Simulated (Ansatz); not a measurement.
System: cubic perovskite CsSnBr₃. Method: PBE-D3(BJ) (plane waves, PAW; Ansatz, an electronic-structure program).

Run with plane-wave cutoff 500 eV, 8×8×8 k mesh, Fermi–Dirac smearing 0.05 eV, scalar-relativistic PAW data made under PBE.

Cell (relaxed at this level):

```cif
data_Br3CsSn
_chemical_formula_sum 'Cs1 Sn1 Br3'
_space_group_name_H-M_alt 'Pm-3m'
_space_group_IT_number 221
_space_group_name_Hall '-P 4 2 3'
_cell_length_a 5.81304
_cell_length_b 5.81304
_cell_length_c 5.81304
_cell_angle_alpha 90.000
_cell_angle_beta 90.000
_cell_angle_gamma 90.000
loop_
_atom_site_label
_atom_site_type_symbol
_atom_site_symmetry_multiplicity
_atom_site_Wyckoff_symbol
_atom_site_fract_x
_atom_site_fract_y
_atom_site_fract_z
_atom_site_occupancy
Cs1 Cs 1 a 0.00000 0.00000 0.00000 1
Sn1 Sn 1 b 0.50000 0.50000 0.50000 1
Br1 Br 3 c 0.00000 0.50000 0.50000 1
```

### Question
What does this level give for the band gap?

### Answer

- band gap: 0.43 eV (on the SCF k mesh)

Note: the relaxation could not lower the start's symmetry, so the cell can be a saddle point above a distorted one.

Spin–orbit coupling is not included.
